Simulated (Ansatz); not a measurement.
Isolated molecules relaxed with PBE0-D4/def2-TZVP in Ansatz; ΔE leaves out vibrations. CCSD(T)/CBS is the MP2 limit (def2-TZVPP, def2-QZVPP) plus CCSD(T) − MP2 in def2-TZVPP, frozen cores. Functionals use def2-TZVPP. Each species was taken in one conformer, which may not be the lowest.

`CC(=N)F` → `N/C=C\F`  (isomerisation)

`CC(=N)F`:

Z-matrix (Å, degrees):
```
C
C 1 1.488
H 1 1.088 2 111.2
H 1 1.092 2 109.7 3 121.2
H 1 1.092 2 109.7 3 -121.2
N 2 1.247 1 132.0 3 -0.1
F 2 1.341 1 110.6 3 179.9
H 6 1.015 2 110.7 1 -0.0
```

`N/C=C\F`:

Z-matrix (Å, degrees):
```
N
C 1 1.384
H 1 1.008 2 114.3
H 1 1.007 2 114.9 3 131.8
C 2 1.326 1 125.6 3 16.8
H 2 1.083 1 116.5 3 -167.4
F 5 1.352 2 120.4 1 -3.9
H 5 1.079 2 125.7 1 175.1
```

Task: Is it downhill or uphill in electronic energy at CCSD(T)/CBS, and by how much? (Best estimate.)

Result: Ansatz gave: Uphill: ΔE = +62.5 kJ/mol.

Task: What do these levels give: BLYP-D4, r2SCANh-D4, CAM-B3LYP-D4, B2PLYP, PBE0, MP2/CBS(def2)? (Estimate.)

Result: Computed: BLYP-D4 58.6, r2SCANh-D4 65.2, CAM-B3LYP-D4 61.4, B2PLYP 64.2, PBE0 61.2, MP2/CBS(def2) 63.8 kJ/mol.

Largest T1 diagnostic among the species: 0.012.

Leaving LDA and LC-ωPBE aside and taking each functional with its dispersion term where it has one, the values, not all of them listed here, spread over 9.9 kJ/mol, from BLYP-D4 to B97M-V. LDA lies −6.2 kJ/mol from PBE without D4. From BLYP to BHLYP (50 % exact exchange), in def2-TZVPP and without D4, ΔE moves by +3.6 kJ/mol. At CCSD(T), def2-SVP lies +10.8 kJ/mol from the extrapolated value and def2-TZVPP +5.5 kJ/mol.
